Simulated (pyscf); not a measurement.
Thermochemistry of product channels of F–GeH•–F on the doublet surface, in kcal/mol, from CCSD(T)/def2-TZVPP + ΔMP2(QZVPP) energies (ideal gas, 1 atm, RRHO with modes under 100 cm⁻¹ raised to 100, one conformer, R ln 2 for rigid chiral ones). Optimised with ωB97X-D3(BJ)/def2-SVP in PySCF. Correlated levels are frozen-core, on RHF or UHF. ΔMP2 is the change of the MP2 total energy from the triple- to the quadruple-zeta basis.

```csv
products,ΔE,ΔH(298 K),ΔG(298 K),ΔG(900 K)
F atom (F•) + F–GeH: [singlet],+92.5,+91.2,+82.9,+65.9
F–Ge:–F [singlet] + H atom (H•),?,+26.9,+19.8,?
```

Task: Complete the blanks.

Result: 
- F–Ge:–F [singlet] + H atom (H•), ΔE: +30.4
- F–Ge:–F [singlet] + H atom (H•), ΔG(900 K): +4.8

The channel to F–Ge:–F [singlet] + H• turns favourable between 298 and 1200 K (ΔG from +19.8 kcal/mol to -2.9 kcal/mol).

These are energies of the channels, which say nothing of barriers. The CCSD(T) − MP2 part came from Ansatz, without density fitting, on the same reference. The frozen core leaves the outer d or s,p core shells of the metals and heavy elements correlated in the MP2 and CC values, and def2-TZVPP describes them poorly, which can shift differences by a few kcal/mol. Left out: orbital degeneracy and the spin-orbit lowering of F. Elements up to Kr have no core potential and no relativistic terms here.
